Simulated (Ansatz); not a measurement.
Yb: from a first guess to the relaxed fcc type

First guess:

```yaml
crystal:
  lattice:
    - [0.00000, 2.35818, 2.35818]
    - [2.35818, 0.00000, 2.35818]
    - [2.35818, 2.35818, 0.00000]
  atoms:
    - { symbol: Yb, position: [0.00000, 0.00000, 0.00000] }
```

Computed with DFT, PBE, PAW with Ansatz's default frozen-core files, scalar-relativistic in Ansatz 0.2.0.

Cell and atoms relax within the symmetry of the start on a 13×13×13 k mesh with 0.05 eV Fermi–Dirac smearing.

The start is built from a prototype, known or not as a phase of this compound; the cutoff is 420 eV.

Where the f shell is localised, expect the real compound to differ from this run without U.

Spin–orbit coupling is left out, though it moves levels of the heavy atoms by tenths of an eV or more.

Problem. What is the pressure of the first guess?

Solution. 9.73 GPa.

Problem. What does it relax to?

Solution. a = 5.223 Å, b = 5.223 Å, c = 5.223 Å, α = 90.00°, β = 90.00°, γ = 90.00° (conventional cell), 35.61 Å³ per atom:
```cif
data_structure
_symmetry_space_group_name_H-M 'Fm-3m'
_symmetry_Int_Tables_number 225
_cell_length_a 5.2226
_cell_length_b 5.2226
_cell_length_c 5.2226
_cell_angle_alpha 90.000
_cell_angle_beta 90.000
_cell_angle_gamma 90.000
_cell_volume 142.45
loop_
_atom_site_label
_atom_site_type_symbol
_atom_site_symmetry_multiplicity
_atom_site_Wyckoff_symbol
_atom_site_fract_x
_atom_site_fract_y
_atom_site_fract_z
_atom_site_occupancy
Yb1 Yb 4 a 0.00000 0.00000 0.00000 1
```

Problem. How much energy does the relaxation release?

Solution. 228 meV/atom.
